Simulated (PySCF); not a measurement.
Molecule: SMILES [S-]C, [CH₃S]-.

Bonds (- single, = double, # triple, : aromatic): C1-S2. C1 carries H3, H4, H5. Formal charges: S2 -1.

Total charge -1.

Frames of a GFN2-xTB Langevin trajectory at 600 K; GIAO PBE0/pcSseg-1 shieldings in PySCF, gas phase, non-relativistic; equivalent atoms averaged within each frame.

Scale: 13C (186.93 ppm) and 1H (31.72 ppm) against TMS; 33S (503.73 ppm) against CS2 (reference shieldings calculated alike). The references are static minima.

How do the shifts (ppm) fluctuate along the trajectory?

Answers


```csv
time (fs),C1,S2,H3/H4/H5
optimised geometry,21.7,-220,2.52
250,13.5,-130,1.97
425,35.0,-191,4.22
625,24.5,-142,3.30
800,26.9,-155,4.11
1000,16.5,-90,1.62
mean of frames,23.3,-142,3.04
standard deviation,8.6,37,1.20
```

5 frames give an uncertainty of the mean of about the standard deviation over 2.2 at best, since frames this close in time may not be independent; classical motion lacks zero-point vibration, and the reference would need the same averaging.
